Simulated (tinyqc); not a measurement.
Worked calculation (part 3 of 3): UHF in the sto-6g basis, for OH+, spin multiplicity 3. Computed by tinyqc, a small Python program that keeps every step (integrals from PySCF). Command: `OMP_NUM_THREADS=1 python tinyqc.py 26267 26268 out.jsonl` (the two numbers bound the seeds that draw the settings). One thread of a shared host (Intel(R) Xeon(R) Processor @ 2.60GHz), about 0.1 s of CPU time with the checks.

Geometry (angstrom):
```
atom         x         y         z
O     0.000000  0.000000  0.000000
H     0.000000  0.000000  1.534000
```

## Populations, bond orders and dipole

D(alpha) after iteration 12:
```
            1O 1s      1O 2s    1O 2px    1O 2py     1O 2pz      2H 1s
1O 1s    1.056313  -0.243752  0.000000  0.000000   0.005302  -0.001659
1O 2s   -0.243752   1.056003  0.000000  0.000000  -0.029881  -0.001184
1O 2px   0.000000   0.000000  1.000000  0.000000   0.000000   0.000000
1O 2py   0.000000   0.000000  0.000000  1.000000   0.000000   0.000000
1O 2pz   0.005302  -0.029881  0.000000  0.000000   0.923266   0.145799
2H 1s   -0.001659  -0.001184  0.000000  0.000000   0.145799   0.023039
```

D(beta) after iteration 12:
```
            1O 1s      1O 2s    1O 2px    1O 2py     1O 2pz      2H 1s
1O 1s    1.055943  -0.242384  0.000000  0.000000   0.024293   0.001837
1O 2s   -0.242384   1.052484  0.000000  0.000000  -0.127209  -0.040047
1O 2px   0.000000   0.000000  0.000000  0.000000   0.000000   0.000000
1O 2py   0.000000   0.000000  0.000000  0.000000   0.000000   0.000000
1O 2pz   0.024293  -0.127209  0.000000  0.000000   0.430516   0.426030
2H 1s    0.001837  -0.040047  0.000000  0.000000   0.426030   0.428855
```

overlap S:
```
           1O 1s     1O 2s    1O 2px    1O 2py    1O 2pz     2H 1s
1O 1s   1.000000  0.231145  0.000000  0.000000  0.000000  0.014614
1O 2s   0.231145  1.000000  0.000000  0.000000  0.000000  0.190182
1O 2px  0.000000  0.000000  1.000000  0.000000  0.000000  0.000000
1O 2py  0.000000  0.000000  0.000000  1.000000  0.000000  0.000000
1O 2pz  0.000000  0.000000  0.000000  0.000000  1.000000  0.187115
2H 1s   0.014614  0.190182  0.000000  0.000000  0.187115  1.000000
```

Mulliken: Z minus the diagonal of D S on the atom; Loewdin: the same with S^(1/2) D S^(1/2); Mayer order: 2 sum_s sum (D(s) S)_ij (D(s) S)_ji over the two atoms.

Charges (e):
```
atom  Mulliken   Loewdin  Mulliken spin
1O    0.551053  0.571405       2.450912
2H    0.448947  0.428595      -0.450912
```

Mayer bond orders:
```
pair     order
2-1   0.595125
```

dipole moment about the origin, x y z (debye): 0.000000  0.000000  3.604109

<S^2> of the determinant (pure state: 2) = 2.261035
